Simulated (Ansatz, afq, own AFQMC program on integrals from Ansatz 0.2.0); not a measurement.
Integrals from Ansatz 0.2.0, then the random walk in our own AFQMC program (afq).

```yaml
crystal:
  periodic: [false, false, false]
  atoms:
    - {symbol: C, position_ang: [-0.087941, -0.643631, -0.143640]}
    - {symbol: C, position_ang: [0.087940, 0.643631, 0.143643]}
    - {symbol: H, position_ang: [0.032487, -1.423607, 0.614466]}
    - {symbol: H, position_ang: [-0.360378, -0.976139, -1.150022]}
    - {symbol: H, position_ang: [-0.032485, 1.423608, -0.614462]}
    - {symbol: H, position_ang: [0.360377, 0.976139, 1.150025]}
basis:
  gaussian: {orbitals: def2-TZVP}
total_charge: 1
magnetization: {spin_polarized: true, initial_magnetization: 1}
correlation: {method: ccsd_t, electrons: outside_noble_gas, hamiltonian_folder: ham}
```

```sh
$ ansatz run in.yaml --threads 1 --pin off --events-out ev --progress --plain --max-ram 16896MiB --backend cuda --devices 0, --max-vram 18GiB
```

afq runs on the folder ham with

```
--method phaseless --trial cisd --walkers 1700 --populations 20 --least-time 60 --time-step 0.005 --steps-per-block 50 --equilibration-blocks 28 --max-blocks 4000 --target-error 0.0002 --factor-cut 1e-05 --start spin_pure --seed 4270 --release-times 0.24,0.51,0.99,1.62,2.4 --release-step 0.03 --release-every 3 --taylor-order 6
```

Times are imaginary, in 1/Eh. The walk had a cap of 238 s. With eight or more populations the least sampling time is a fifth of least-time, and the error comes from their spread.

afq prints:

```
orbitals 84  electrons 6 5  factors 591 of 591
reference energy -77.73631592 Eh
CCSD correlation -0.29380979 Eh in 9 cycles, weight of the determinant in the CISD state 0.9033
energy of the start -78.029966 Eh
 block  time / (1/Eh)  mean weight  energy / Eh
     1     0.250  0.9997  -78.028024
     2     0.500  0.9994  -78.031483
     3     0.750  0.9997  -78.034497
     4     1.000  0.9993  -78.036782
     5     1.250  0.9995  -78.038150
    12     3.000  0.9999  -78.038975
    19     4.750  0.9997  -78.040857
    26     6.500  0.9998  -78.039492
    30     7.500  1.0002  -78.041402
    33     8.250  1.0000  -78.039571
    40    10.000  1.0000  -78.039881
    47    11.750  1.0002  -78.039259
    54    13.500  0.9998  -78.038846
    61    15.250  0.9997  -78.038461
    62    15.500  0.9994  -78.037872
    68    17.000  1.0008  -78.039802
    75    18.750  0.9996  -78.040584
    78    19.500  1.0003  -78.038994
error from the spread of 20 populations
released: time / (1/Eh)  energy / Eh  error  mean overlap
  0.24  -78.039704  0.000156  0.9964
  0.51  -78.039791  0.000110  0.9949
  0.99  -78.040012  0.000168  0.9855
  1.62  -78.039850  0.000143  0.9819
  2.40  -78.040125  0.000293  0.9761
energy -78.039455 +/- 0.000174 Eh
(rows thinned)
```

The run passed its tests (sampling time, drift between the halves within three errors, error under three times the target), which doesn't prove that it has relaxed.

Against this walk (error 4.7 meV) on the same determinant: CCSD(T) 19.7 meV higher, CCSDT(Q) 8.8 meV lower (within the noise). The error is statistical and leaves out the bias of the constraint. Released to 2.40 1/Eh the energy moves by -18 ± 9 meV (both errors), within twice the noise.

Cautions: constraint bias not in the error.

The walk took 57 s on 1 × NVIDIA H100 80GB HBM3 with 2 threads of AMD EPYC 7R13 Processor (Zen 3), on a shared host (the card was shared). The log's last line is the phaseless energy.

CCSDT and higher add their correlation energy to the determinant of the CCSD(T) run, since their own runs factorise the integrals more tightly (a shift of under 2 meV). A walk keeps the symmetry of its determinant, which the program's search chose and which needn't be the lowest solution, so a lower state of the same spin and another symmetry isn't excluded.
